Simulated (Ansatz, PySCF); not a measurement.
Bond stretch in SMILES O (H2O). The O1–H3 bond (O1 also carries H; H3 carries nothing else) is varied alone, starting from the PBE0/def2-TZVP optimised geometry.

Levels: UHF/cc-pVDZ (Ansatz, a quantum-chemistry and plane-wave program); RHF/cc-pVDZ (Ansatz); UKS-PBE = unrestricted PBE/cc-pVDZ in Ansatz; RKS-PBE = restricted PBE/cc-pVDZ run with Ansatz; UKS-PBE0 = unrestricted PBE0/cc-pVDZ run with Ansatz; RKS-PBE0 = restricted PBE0/cc-pVDZ in Ansatz; UKS-B3LYP/6-31G* = unrestricted B3LYP/6-31G*, spherical d in PySCF; RKS-B3LYP/6-31G* = restricted B3LYP/6-31G*, spherical d in PySCF; UKS-M06-2X/6-31G* = PySCF 2.14.0 with unrestricted M06-2X/6-31G*, spherical d; RKS-M06-2X/6-31G* = restricted M06-2X/6-31G*, spherical d (PySCF); UKS-B3LYP/6-311+G** = unrestricted B3LYP/6-311+G**, spherical d in PySCF 2.14.0; RKS-B3LYP/6-311+G** = restricted B3LYP/6-311+G**, spherical d (PySCF 2.14.0).

Scanned distances (Å): 0.77, 0.83, 0.86, 0.91, 0.93, 0.96, 1.00, 1.01, 1.05, 1.12, 1.20, 1.30, 1.46, 1.58, 1.71, 1.93, 2.09, 2.38, 2.57, 2.84, 3.40.

Q: Where does the unrestricted solution first break spin symmetry (<S²> of 0.01 or more)?

A: UHF: between 1.30 and 1.46 Å; UKS-PBE: between 1.71 and 1.93 Å; UKS-PBE0: between 1.58 and 1.71 Å; UKS-B3LYP/6-31G*: between 1.58 and 1.71 Å; UKS-M06-2X/6-31G*: between 1.58 and 1.71 Å; UKS-B3LYP/6-311+G**: between 1.58 and 1.71 Å.

| R / Å | <S²> UHF | E(RHF) − E(UHF) / mEh | <S²> UKS-PBE | E(RKS-PBE) − E(UKS-PBE) / mEh | <S²> UKS-PBE0 | E(RKS-PBE0) − E(UKS-PBE0) / mEh | <S²> UKS-B3LYP/6-31G* | E(RKS-B3LYP/6-31G*) − E(UKS-B3LYP/6-31G*) / mEh | <S²> UKS-M06-2X/6-31G* | E(RKS-M06-2X/6-31G*) − E(UKS-M06-2X/6-31G*) / mEh | <S²> UKS-B3LYP/6-311+G** | E(RKS-B3LYP/6-311+G**) − E(UKS-B3LYP/6-311+G**) / mEh |
|---|---|---|---|---|---|---|---|---|---|---|---|---|
| 0.77 | 0.00 | 0.0 | 0.00 | 0.0 | 0.00 | 0.0 | 0.00 | 0.0 | 0.00 | 0.0 | 0.00 | 0.0 |
| 0.83 | 0.00 | 0.0 | 0.00 | 0.0 | 0.00 | 0.0 | 0.00 | 0.0 | 0.00 | 0.0 | 0.00 | 0.0 |
| 0.86 | 0.00 | 0.0 | 0.00 | 0.0 | 0.00 | 0.0 | 0.00 | 0.0 | 0.00 | 0.0 | 0.00 | 0.0 |
| 0.91 | 0.00 | 0.0 | 0.00 | 0.0 | 0.00 | 0.0 | 0.00 | 0.0 | 0.00 | 0.0 | 0.00 | 0.0 |
| 0.93 | 0.00 | 0.0 | 0.00 | 0.0 | 0.00 | 0.0 | 0.00 | 0.0 | 0.00 | 0.0 | 0.00 | 0.0 |
| 0.96 | 0.00 | 0.0 | 0.00 | 0.0 | 0.00 | 0.0 | 0.00 | 0.0 | 0.00 | 0.0 | 0.00 | 0.0 |
| 1.00 | 0.00 | 0.0 | 0.00 | 0.0 | 0.00 | 0.0 | 0.00 | 0.0 | 0.00 | 0.0 | 0.00 | 0.0 |
| 1.01 | 0.00 | 0.0 | 0.00 | 0.0 | 0.00 | 0.0 | 0.00 | 0.0 | 0.00 | 0.0 | 0.00 | 0.0 |
| 1.05 | 0.00 | 0.0 | 0.00 | 0.0 | 0.00 | 0.0 | 0.00 | 0.0 | 0.00 | 0.0 | 0.00 | 0.0 |
| 1.12 | 0.00 | 0.0 | 0.00 | 0.0 | 0.00 | 0.0 | 0.00 | 0.0 | 0.00 | 0.0 | 0.00 | 0.0 |
| 1.20 | 0.00 | 0.0 | 0.00 | 0.0 | 0.00 | 0.0 | 0.00 | 0.0 | 0.00 | 0.0 | 0.00 | 0.0 |
| 1.30 | 0.00 | 0.0 | 0.00 | 0.0 | 0.00 | 0.0 | 0.00 | 0.0 | 0.00 | 0.0 | 0.00 | 0.0 |
| 1.46 | 0.38 | 7.5 | 0.00 | 0.0 | 0.00 | 0.0 | 0.00 | 0.0 | 0.00 | 0.0 | 0.00 | 0.0 |
| 1.58 | 0.61 | 24.9 | 0.00 | 0.0 | 0.00 | 0.0 | 0.00 | 0.0 | 0.00 | 0.0 | 0.00 | 0.0 |
| 1.71 | 0.76 | 48.0 | 0.00 | 0.0 | 0.28 | 2.3 | 0.18 | 1.1 | 0.16 | 0.7 | 0.15 | 0.9 |
| 1.93 | 0.89 | 87.8 | 0.38 | 3.2 | 0.64 | 16.9 | 0.55 | 11.9 | 0.66 | 16.5 | 0.52 | 10.7 |
| 2.09 | 0.94 | 114.4 | 0.61 | 10.4 | 0.78 | 30.5 | 0.72 | 23.1 | 0.81 | 33.6 | 0.69 | 21.2 |
| 2.38 | 0.98 | 155.5 | 0.83 | 25.7 | 0.91 | 54.1 | 0.88 | 43.7 | 0.93 | 62.8 | 0.86 | 40.4 |
| 2.57 | 0.99 | 177.7 | 0.90 | 34.8 | 0.95 | 67.4 | 0.93 | 55.6 | 0.96 | 79.0 | 0.92 | 51.4 |
| 2.84 | 1.00 | 203.8 | 0.95 | 45.5 | 0.98 | 82.8 | 0.97 | 69.5 | — | — | 0.96 | 64.4 |
| 3.40 | 1.00 | 241.6 | 0.99 | 59.9 | 1.00 | 103.7 | 1.00 | 88.9 | 1.00 | — | 0.99 | 82.1 |

Dashes: no converged value, or the column stops at the first point that the program doubted or that broke a chosen test of continuity, which isn't proof of a fault.
